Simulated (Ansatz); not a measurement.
**[PH4]+ (phosphonium): levels of theory compared**

Wanted: a comparison of 6 runs (UHF/6-31G, B3LYP/6-31G, PBE/3-21G, UPBE0/6-31G, CCSDTQ/3-21G, CCSDTQ/6-31G) of [PH4]+ (phosphonium). 

The calculation is run with Ansatz 0.2.0.

## Step 1: The system as given

[PH4]+ has 5 atoms, charge +1, and is taken as a singlet. SMILES: `[PH4+]`. The H3–P1 distance was set to 2.750 Å, away from the relaxed value. At this shape a bond of the SMILES string is far longer than usual.

Bond lengths: P1–H2 1.375 Å, P1–H4 1.375 Å, P1–H5 1.375 Å. Angles: H2–P1–H4 109.5°, H2–P1–H5 109.5°, H4–P1–H5 109.5°.

## Step 2: A single-point energy at UHF/6-31G (run 1)

Input file job.yaml:

```yaml
basis:
  gaussian: {orbitals: 6-31G}
crystal:
  periodic: [false, false, false]
  atoms:
    - {symbol: P, position_ang: [0.617299, 1.016081, -0.690931]}
    - {symbol: H, position_ang: [1.974779, 0.954751, -0.480531]}
    - {symbol: H, position_ang: [-0.617320, -1.016050, 0.691010]}
    - {symbol: H, position_ang: [0.355459, 0.882331, -2.034321]}
    - {symbol: H, position_ang: [0.139069, 2.227221, -0.249151]}
total_charge: 1
magnetization: {spin_polarized: true, initial_magnetization: 0}
hamiltonian: {xc: hf}
accuracy: high
```

Started as:

```sh
$ ansatz run job.yaml --threads 1 --pin off --max-ram 2610MiB --events-out events.jsonl --progress --plain --runs-dir runs
```

What it wrote:

```text
Warning: RAYON_NUM_THREADS=1 ignored (pool sized by the plan → 1); use --threads N
Functional definition: HF
  name "HF"
  exchange = exact_x
  correlation = 0
471 factors; integrals over basis functions are off by at most 2.6e-9 eV
mean field evaluation 1: about -9318.6888 eV, gradient 1.1e1 eV
mean field evaluation 2: about -9318.6914 eV, gradient 1.1e1 eV
mean field evaluation 4: about -9320.6180 eV, gradient 1.1e0 eV
mean field evaluation 8: about -9320.6346 eV, gradient 4.6e-6 eV
mean field evaluation 16: about -9322.0767 eV, gradient 1.9e0 eV
mean field evaluation 32: about -9322.1674 eV, gradient 5.2e-2 eV
mean field -9322.16742802 eV, -342.5833341879 hartree, gradient 8.8e-9 eV, S^2 0.880175; 2 other end points of the search recorded, 0 dependent functions left out
reference -9322.16742802 eV, -342.5833341879 hartree; 9, 9 occupied and 12, 12 virtual orbitals, 471 factors
Total energy: -9322.16742802 eV, -342.5833341879 hartree
```

It took 0.28 s on 1 thread of AMD EPYC 7R43 (Zen 3), shared host.

## Step 3: The energy at B3LYP/6-31G (run 2)

Input file input.yaml:

```yaml
crystal:
  periodic: [false, false, false]
  atoms:
    - {symbol: P, position_ang: [0.617299, 1.016081, -0.690931]}
    - {symbol: H, position_ang: [1.974779, 0.954751, -0.480531]}
    - {symbol: H, position_ang: [-0.617320, -1.016050, 0.691010]}
    - {symbol: H, position_ang: [0.355459, 0.882331, -2.034321]}
    - {symbol: H, position_ang: [0.139069, 2.227221, -0.249151]}
basis:
  gaussian:
    orbitals: 6-31G
total_charge: 1
hamiltonian:
  xc: {name: B3LYP}
accuracy: high
```

Started as:

```sh
$ ansatz run input.yaml --threads 1 --pin off --max-ram 2610MiB --events-out events.jsonl --progress --plain --runs-dir runs
```

What it wrote:

```text
Warning: RAYON_NUM_THREADS=1 ignored (pool sized by the plan → 1); use --threads N
Functional definition: B3LYP
  name "B3LYP"
  parameter a0 = 0.2
  parameter ax = 0.72
  parameter ac = 0.81
  exchange = (1 - a0 - ax)*slater_x + ax*b88_x + a0*exact_x
  correlation = (1 - ac)*vwn_rpa_c + ac*lyp_c
471 factors; integrals over basis functions are off by at most 2.6e-9 eV
mean field evaluation 1: about -9335.6610 eV, gradient 2.5e1 eV
mean field evaluation 2: about -9325.7383 eV, gradient 4.3e1 eV
mean field evaluation 4: about -9340.1469 eV, gradient 8.5e0 eV
mean field evaluation 8: about -9340.6266 eV, gradient 1.4e-1 eV
mean field evaluation 16: about -9340.6170 eV, gradient 2.5e-7 eV
mean field -9340.61700172 eV, -343.2613435157 hartree, gradient 7.0e-9 eV, S^2 0.000000; 0 other end points of the search recorded, 0 dependent functions left out
reference -9340.61703410 eV, -343.2613447055 hartree; 9, 9 occupied and 12, 12 virtual orbitals, 471 factors
Total energy: -9340.61703410 eV, -343.2613447055 hartree
```

Wall time 0.75 s (1 thread of AMD EPYC 7R43 (Zen 3), shared host); peak memory 0.1 GiB.

Run 3 isn't shown in full; the table further down has it.

## Step 4: A single-point energy at UPBE0/6-31G (run 4)

input.yaml: that of step 3 with these lines changed.

```diff
@@ -12,4 +12,6 @@
 total_charge: 1
+magnetization:
+  spin_polarized: true
 hamiltonian:
-  xc: {name: B3LYP}
+  xc: pbe0
 accuracy: high
```

Started as:

```sh
$ ansatz run input.yaml --threads 1 --pin off --max-ram 2610MiB --events-out events.jsonl --progress --plain --runs-dir runs
```

What it wrote:

```text
Warning: RAYON_NUM_THREADS=1 ignored (pool sized by the plan → 1); use --threads N
Functional definition: PBE0
  name "PBE0"
  parameter a = 0.25
  parameter kappa = 0.804
  parameter beta = 0.06672455060314922
  exchange = (1 - a)*pbe_x(kappa = kappa, mu = beta*pi^2/3) + a*exact_x
  correlation = pbe_c(beta = beta)
471 factors; integrals over basis functions are off by at most 2.6e-9 eV
mean field evaluation 1: about -9331.7010 eV, gradient 1.7e1 eV
mean field evaluation 2: about -9322.5065 eV, gradient 3.0e1 eV
mean field evaluation 4: about -9335.9250 eV, gradient 4.2e0 eV
mean field evaluation 8: about -9336.1514 eV, gradient 4.6e-2 eV
mean field evaluation 16: about -9336.1514 eV, gradient 3.4e-8 eV
mean field evaluation 32: about -9336.5212 eV, gradient 6.1e-1 eV
mean field -9336.52485180 eV, -343.1109597797 hartree, gradient 1.2e-8 eV, S^2 0.610639; 3 other end points of the search recorded, 0 dependent functions left out
reference -9336.52485384 eV, -343.1109598550 hartree; 9, 9 occupied and 12, 12 virtual orbitals, 471 factors
Total energy: -9336.52485384 eV, -343.1109598550 hartree
```

Wall time 2.7 s (1 thread of AMD EPYC 7R43 (Zen 3), shared host); peak memory 0.12 GiB.

Run 5 isn't shown in full; the table further down has it.

## Step 5: A single-point energy at CCSDTQ/6-31G (run 6)

input.yaml: that of step 4 with these lines changed.

```diff
@@ -9,9 +9,6 @@
 basis:
-  gaussian:
-    orbitals: 6-31G
+  gaussian: {orbitals: 6-31G}
 total_charge: 1
-magnetization:
-  spin_polarized: true
-hamiltonian:
-  xc: pbe0
+correlation: {method: ccsdtq, frozen_orbitals: {H: 0, P: 5}}
 accuracy: high
+scf: {omitted_lower_state_checks: [cluster_reference, increment]}
```

Started as:

```sh
$ ansatz run input.yaml --threads 1 --pin off --max-ram 2610MiB --events-out events.jsonl --progress --plain --runs-dir runs
```

What it wrote, cut to the lines that bear on the results:

```text
Warning: RAYON_NUM_THREADS=1 ignored (pool sized by the plan → 1); use --threads N
[... 2 set-up lines as earlier in the session ...]
[...]
471 factors; integrals over basis functions are off by at most 2.6e-9 eV
[...]
mean field -9320.63455206 eV, -342.5270020351 hartree, gradient 2.7e-8 eV, S^2 0.000000; 1 other end points of the search recorded, 0 dependent functions left out; unrestricted orbitals would lower it
5 core orbitals not correlated: weight in the atoms' cores, before any rotation towards them, 1.000 or more for the frozen orbitals, at most 0.000 for the correlated occupied ones
reference -9320.63455206 eV, -342.5270020351 hartree; 4, 4 occupied and 12, 12 virtual orbitals, 471 factors
second order -2.44936177 eV of doubles, -0.00000000 eV of singles
cycle   1  -2.90688968 eV  change   -6.8e-1 eV  update   1.2e-1
[...]
cycle  23  -3.85937891 eV  change   2.5e-10 eV  update  1.1e-10
WARN: these amplitudes may be one of several solutions (largest doubles amplitude 0.49, level shift 1.72 eV)
Total energy: -9324.49393096 eV, -342.6688315939 hartree
Checks for a lower state left out: cluster_reference, increment
```

Wall time 6.3 s (1 thread of AMD EPYC 7R43 (Zen 3), shared host); peak memory 0.12 GiB.

## Step 6: Overview of the runs

```csv
run,level,frozen core orbitals,energy (Eh),wall time
1,UHF/6-31G,–,-342.583334,0.28 s
2,B3LYP/6-31G,–,-343.261345,0.75 s
3,PBE/3-21G,–,-341.363745,0.81 s
4,UPBE0/6-31G,–,-343.110960,2.7 s
5,CCSDTQ/3-21G,5,-340.975968,4.8 s
6,CCSDTQ/6-31G,5,-342.668832,6.3 s
```

## Step 7: Summary of results

| quantity | value |
| --- | --- |
| run 6: total energy | -342.66883 Eh |
| run 6: correlation energy (5 core orbitals frozen) | -141.8 mEh |
| run 6: T1 diagnostic | 0.055 |

What this shows: Totals of different functionals can't be ranked against each other. In runs 5, 6 the log says that unrestricted orbitals would lower the reference, so the values rest on an unstable closed-shell determinant (other closed-shell runs at this shape may share the fault). Spin contamination of the reference: run 1 ⟨S²⟩ = 0.88, run 4 ⟨S²⟩ = 0.61. Where it is this large, the reference is a mixture of spin states, and values that rest on it are in doubt. All runs together took 16 s, the longest 6.3 s.
